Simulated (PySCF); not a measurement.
Compound: C3H9P.
SMILES with atom numbers: `[CH3:1][P:2]([CH3:3])[CH3:4]` (hydrogens: H5, H6, H7 on C1; H8, H9, H10 on C3; H11, H12, H13 on C4)

Theory: core-valence-separated Tamm–Dancoff BHandHLYP/aug-pcX-1 (pcseg-1 on H, def2-SVPD on P) in PySCF, non-relativistic, gas phase, PBE0-D3(BJ)/def2-SVP geometry.

Computed carbon K-edge spectrum, Gaussian lines of 0.3 eV full width, highest printed point 100; it ends one width below the last computed root. Absolute energies from this functional tend to lie a few eV below measured edges; no shift was applied.

(photon energy (eV), absorption): (285.1, 0), (285.2, 1), (285.3, 3), (285.4, 7), (285.5, 10), (285.6, 7), (285.7, 5), (285.8, 13), (285.9, 42), (286.0, 83), (286.1, 100), (286.2, 83), (286.3, 50), (286.4, 21), (286.5, 6), (286.6, 1), (286.7, 1), (286.8, 3)

Question: Where are the maxima, and which lines make them up?

Answer: 2 maxima:
- 285.5 eV: C1/C3/C4 (sp3 carbon bound to phosphorus), 285.50 eV, f = 0.021, sum of 3, 100 % of the height at the exact maximum
- 286.1 eV: C1/C3/C4 (sp3 carbon bound to phosphorus), 286.03 eV, f = 0.106, sum of 3, 42 % of the height at the exact maximum; C1/C3/C4 (sp3 carbon bound to phosphorus), 286.09 eV, f = 0.085, sum of 3, 39 % of the height at the exact maximum; C1/C3/C4 (sp3 carbon bound to phosphorus), 286.25 eV, f = 0.085, sum of 3, 19 % of the height at the exact maximum

Roots within 0.03 eV on the same or equivalent atoms count as one line; shares under 12 % aren't listed.

Vibrational structure and lifetime widths aren't in the curve. The ionisation threshold wasn't computed; near and above it a finite basis only mimics Rydberg series and continuum.

On an Arm Neoverse V1 with one thread, shared host with 32 logical CPUs at a one-minute load of 19, this took 7.1 s and 0.74 GiB of memory at its peak.
